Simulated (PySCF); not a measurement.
Gas-phase reaction: 2 Al(OH)₃ → Al₂O₂ + 6 H + 4 O

Computed with PySCF (xtb for GFN2) and rigid-rotor harmonic-oscillator thermochemistry at 1 bar. S°(298 K) at PBE0/def2-TZVP differs from the NASA 1993 table for Al₂O₂ (-11 J/mol/K); whether the harmonic model or the table's entry is off was not settled. † marks an energy on the PBE0/def2-TZVP geometry and frequencies; other levels use their own. CCSD(T) freezes the core. 6-31G* has spherical d functions here. Open shells (unrestricted): H (multiplicity 2), O (multiplicity 3, electronic degeneracy 9); the rest are closed-shell singlets. GFN2 has no spin-polarisation term. Spin-orbit splitting is ignored; it lowers the true energy and changes the entropy of O. B3LYP is the form with VWN-RPA correlation. Al(OH)₃: computed as isolated molecules; such fragments, hydroxides, amides, oligomers or adducts are transient or little studied in the gas. CCSD(T) isn't extrapolated to the basis-set limit; its ΔH°(298 K) is 3577.1 kJ in def2-SVP and 3790.9 kJ in def2-TZVPP. The harmonic model lacks anharmonicity and excited electronic states, which grow with temperature; levels with a mode under 35 cm⁻¹ are left out. Strong static correlation: Al₂O₂. Warning, large T1 diagnostic: Al₂O₂ (CCSD(T)/def2-TZVPP†).

ΔH° and ΔS° at 298 K: B3LYP/6-31G* 3673 kJ, 996 J/K; CCSD(T)/def2-TZVPP† 3791 kJ, 997 J/K; GFN2-xTB 5528 kJ, 991 J/K.

Q: With the heat capacities included, give log10 K (1 bar) at 600, 800, 1000, 1400, 2500 K from B3LYP/6-31G*, CCSD(T)/def2-TZVPP†, GFN2-xTB.

A: 
| T (K) | B3LYP/6-31G* | CCSD(T)/def2-TZVPP† | GFN2-xTB |
|---|---|---|---|
| 600 | -267.1 | -277.3 | -428.9 |
| 800 | -186.6 | -194.3 | -308.2 |
| 1000 | -138.3 | -144.4 | -235.6 |
| 1400 | -83.0 | -87.3 | -152.7 |
| 2500 | -22.0 | -24.4 | -61.3 |
